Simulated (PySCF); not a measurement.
## Frontier levels across methods

Species: ClH3Si.
Structure used (PBE0-D3(BJ)/def2-SVP), in Å, numbered top down from 1:
```
atom  x, y, z in Å
Si1   -0.1202   -0.0054   -0.0114
Cl2    1.9432    0.1024    0.0625
H3    -0.5155   -1.0243   -1.0226
H4    -0.6593    1.3286   -0.3946
H5    -0.6309   -0.3957    1.3317
```

Basis pcSseg-2 throughout (PySCF), one geometry. Isolated species at its PBE0-D3(BJ)/def2-SVP geometry, gas phase.

How do the orbital energies, the gap and the dipole change with the method?

```csv
method,kind,HOMO (eV),LUMO (eV),gap (eV),μ (D),SCF cycles
B97-2,global hybrid,-8.82,-0.24,8.58,1.51,10
PBE0,global hybrid,-9.06,-0.25,8.81,1.51,10
mPW1PW91,global hybrid,-9.09,-0.25,8.84,1.51,10
BHandHLYP,global hybrid,-10.31,0.59,10.90,1.59,9
CAM-B3LYP,range-separated hybrid,-10.43,0.70,11.13,1.56,10
wB97X-D,range-separated hybrid,-10.95,1.51,12.46,1.54,11
LC-wPBE,range-separated hybrid,-11.85,1.88,13.73,1.60,12
```

The HOMO spans 3.03 eV, from B97-2 down to LC-wPBE, and the gap runs from 8.58 eV (B97-2) to 13.73 eV (LC-wPBE). Over the methods B97-2 (21 %), PBE0 (25 %), mPW1PW91 (25 %), BHandHLYP (50 %), a straight line through the gap against the share of exact exchange rises by 0.82 eV for each 10 % (correlation coefficient 0.999). The dipole ranges from 1.51 D (B97-2) to 1.60 D (LC-wPBE). This basis has no diffuse functions.

Reference dipole: 1.31 D (measured, gas; NIST CCCBDB Release 22 (SRD 101), experimental dipoles); nearest here: B97-2 (1.51 D), mPW1PW91 (1.51 D) and PBE0 (1.51 D).
